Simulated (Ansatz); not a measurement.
**CFSi− (SMILES FC#[Si-]): one structure at several levels**

An exercise on one series of results from a longer session: the logs are not shown, and one member is left open.

The runs use Ansatz 0.2.0, Gaussian basis; single points in def2-TZVPPD.

Correlated methods freeze the cores.

### Starting geometry

3 atoms, charge -1, spin multiplicity 1.

Atoms are counted from 1 here; the program's logs count them from 0.

Bond lengths: F1–C2 1.470 Å, C2–Si3 1.637 Å. Angles: F1–C2–Si3 175.2°.

Geometry (Å):

```xyz
3
charge -1, multiplicity 1
F     0.1453    1.5027    0.2236
C    -0.0260    0.0572    0.0216
Si   -0.1134   -1.5469   -0.2924
```

The first run:

File run/in.yaml:

```yaml
crystal:
  periodic: [false, false, false]
  atoms:
    - {symbol: F, position_ang: [0.145300, 1.502700, 0.223600]}
    - {symbol: C, position_ang: [-0.026000, 0.057200, 0.021600]}
    - {symbol: Si, position_ang: [-0.113400, -1.546900, -0.292400]}
basis:
  gaussian: {orbitals: "def2-TZVPPD.json"}
total_charge: -1
correlation: {method: ccsd_t}
output: {forces: true}
```

The basis file named in the input lies beside it (Basis Set Exchange, JSON).

The command line of these runs was not kept.

Steps of the session up to this table: CCSD(T)/def2-TZVPPD; PBE0-D4/def2-TZVPPD; wB97M-V/def2-TZVPPD; r2SCAN-D4/def2-TZVPPD; PBE-D4/def2-TZVPPD; CAM-B3LYP-D4/def2-TZVPPD; BHLYP-D4/def2-TZVPPD.

One of the session's tables, all rows but one given; the rest of the session is left out.

| method | RMS force component (eV/Å) | angle to CCSD(T) forces (°) |
| --- | --- | --- |
| CCSD(T) | 1.570 | reference |
| PBE0-D4 | 1.531 | 14.0 |
| wB97M-V | 1.333 | 19.1 |
| r2SCAN-D4 | 1.458 | 8.5 |
| PBE-D4 | ? | ? |
| CAM-B3LYP-D4 | 1.348 | 23.3 |
| BHLYP-D4 | 1.515 | 25.8 |

Estimate the missing values for PBE-D4.

The run gave: RMS force component (eV/Å): 1.416; angle to CCSD(T) forces (°): 0.5. In the column «RMS force component (eV/Å)» it lies between CAM-B3LYP-D4 (1.348) and r2SCAN-D4 (1.458).
